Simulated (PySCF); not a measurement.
Gas-phase reaction: 5 C₃H₇ (i-propyl) → 6 C₂H₅ + C₃H₅ (allyl)

Computed with PySCF and rigid-rotor harmonic-oscillator thermochemistry at 1 bar. The comparison is the NASA 1993 polynomial table, which mixes measured and estimated data. S°(298 K) at PBE0/def2-TZVP differs from the NASA 1993 table for C₂H₅ (+9 J/mol/K), C₃H₅ (allyl) (-17 J/mol/K); whether the harmonic model or the table's entry is off was not settled. † marks an energy on the PBE0/def2-TZVP geometry and frequencies; other levels use their own. CCSD(T) freezes the core. 6-31G* has spherical d functions here. Open shells (unrestricted): C₃H₇ (i-propyl) (multiplicity 2), C₂H₅ (multiplicity 2), C₃H₅ (allyl) (multiplicity 2). B3LYP is the form with VWN-RPA correlation. CCSD(T) isn't extrapolated to the basis-set limit. The harmonic model lacks anharmonicity and excited electronic states, which grow with temperature; levels with a mode under 35 cm⁻¹ are left out. Internal rotation in C₃H₇ (i-propyl), C₂H₅ is treated as a harmonic vibration of one conformer, which makes the entropy rough. The table's entry may be an old estimate for C₃H₇ (i-propyl), C₂H₅, C₃H₅ (allyl) (not checked at source). Warning, spin contamination: C₃H₅ (allyl) (CCSD(T)/def2-SVP†).

```
level               ΔH°(298 K), kJ  minus table  ΔG°(2500 K), kJ
------------------  --------------  -----------  ---------------
table                        414.4            -           -395.6
B3LYP/6-31G*                 442.7         28.3           -370.8
B3LYP/def2-TZVP†             404.8         -9.6           -395.1
CCSD(T)/def2-SVP†            458.5         44.1           -341.4
LDA/def2-TZVP†               582.6        168.2           -217.3
ωB97M-V/def2-TZVP†           461.2         46.8           -338.7
```
